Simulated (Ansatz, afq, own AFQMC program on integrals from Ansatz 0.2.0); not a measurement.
**Where AFQMC and coupled cluster stand for GaBPH, singlet**

```xyz
4

Ga    0.0000   -0.2748    2.2912
B     0.0000   -0.2972    0.0627
P     0.0000   -0.3214   -1.6468
H     0.0000    0.8934   -0.7071
```

Connectivity, by distances: Ga–B–P, 1 bridging H.

Basis cc-pVDZ. Only valence electrons are correlated. AFQMC by an in-house program on the Cholesky factors that Ansatz 0.2.0 writes for its CCSD(T) run. The CISD trial takes its coefficients from CCSD amplitudes. Released means that phaseless walkers are propagated on without the constraint, phases kept. Free projection: walkers drawn from exp(T), propagated without any constraint. Its projection time is finite, and what remains of the start isn't in its error. ± is one standard error of the sampling. No spin–orbit coupling.

Determinant: RHF, the one that the program's search chose, which needn't be the lowest solution. The geometry is a PBE0/def2-TZVP stationary point of this or a neighbouring charge and spin state.

No full CI on the walks' own integrals is used here; CCSDT(Q) serves as the reference and is uncertain by about the last step of the cluster series.

Cautions: no relativity below Rb; no spin-orbit coupling; inner d shell frozen; higher spins were not checked; raised T1 diagnostic (T1 0.021, weight of the determinant 0.82, largest double 0.08).

```
T1 diagnostic                               : 0.0207
weight of the determinant in the CISD state : 0.817
size of the correlated space                : 12 electrons in 44 orbitals
```

Reference: CCSDT(Q), correlation energy -7.899 eV. The released energy is read at 2.40 1/Eh (meV from the phaseless value at times in 1/Eh: 2 ± 21 at 0.24, 5 ± 20 at 0.51, 28 ± 19 at 0.99, 33 ± 27 at 1.62, -45 ± 29 at 2.40).

```
         level  E − E(reference) (kJ/mol)  share of correlation (%)
            HF                      762.1                      0.00
           MP2                      134.7                     82.33
          CCSD                       40.1                     94.74
       CCSD(T)                        5.6                     99.27
         CCSDT                        2.7                     99.64
   ph-AFQMC/HF                  4.8 ± 5.4                     99.38
 ph-AFQMC/CISD                  0.2 ± 2.1                     99.98
released AFQMC                 -4.1 ± 2.8                    100.54
    free AFQMC                  5.6 ± 2.4                     99.26
```

Free projections are given only where their last times agree within the noise and don't stop above the reference; a slow remainder of the start can still hide under it. Released energies are given only where the last usable release times agree within the noise; a slower fall can still hide under it.
